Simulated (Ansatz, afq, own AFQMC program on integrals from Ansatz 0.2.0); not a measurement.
# BSiH3, singlet in cc-pVDZ, levels against CCSDT(Q)

```xyz
5

Si    0.0087    0.0000    0.6073
B     0.0820    0.0000   -1.2093
H    -0.6564   -0.9412   -0.6611
H    -0.6564    0.9412   -0.6611
H     0.1903    0.0000   -2.6301
```

Connectivity, by distances: Si–BH, 2 bridging H.

Basis cc-pVDZ. Only valence electrons are correlated. Integrals, coupled cluster, full CI and functionals: Ansatz 0.2.0; the random walks run on the same integrals in our own AFQMC program. The CISD trial takes its coefficients from CCSD amplitudes. Released means that phaseless walkers are propagated on without the constraint, phases kept. ± is one standard error of the sampling.

Determinant: RHF, the one that the program's search chose, which needn't be the lowest solution. The geometry is a point of a scan.

No full CI on the walks' own integrals is used here; CCSDT(Q) serves as the reference and is uncertain by about the last step of the cluster series.

* T1 diagnostic: 0.0145
* weight of the determinant in the CISD state: 0.863
* size of the correlated space: 10 electrons in 41 orbitals

Reference: CCSDT(Q), correlation energy -6.466 eV. The released energy is read at 2.40 1/Eh (meV from the phaseless value at times in 1/Eh: -13 ± 14 at 0.24, -3 ± 13 at 0.51, -3 ± 12 at 0.99, -14 ± 12 at 1.62, -15 ± 16 at 2.40).

```tsv
level	E − E(reference) (kJ/mol)	share of correlation (%)
HF	623.9	0.00
MP2	118.9	80.94
CCSD	27.7	95.55
CCSD(T)	4.3	99.31
CCSDT	1.4	99.78
ph-AFQMC/CISD	1.0 ± 1.2	99.84
released AFQMC	-0.5 ± 1.5	100.08
```

A walk keeps the symmetry of its determinant, which the program's search chose and which needn't be the lowest solution, so a lower state of the same spin and another symmetry isn't excluded. Released energies are given only where the last usable release times agree within the noise; a slower fall can still hide under it.
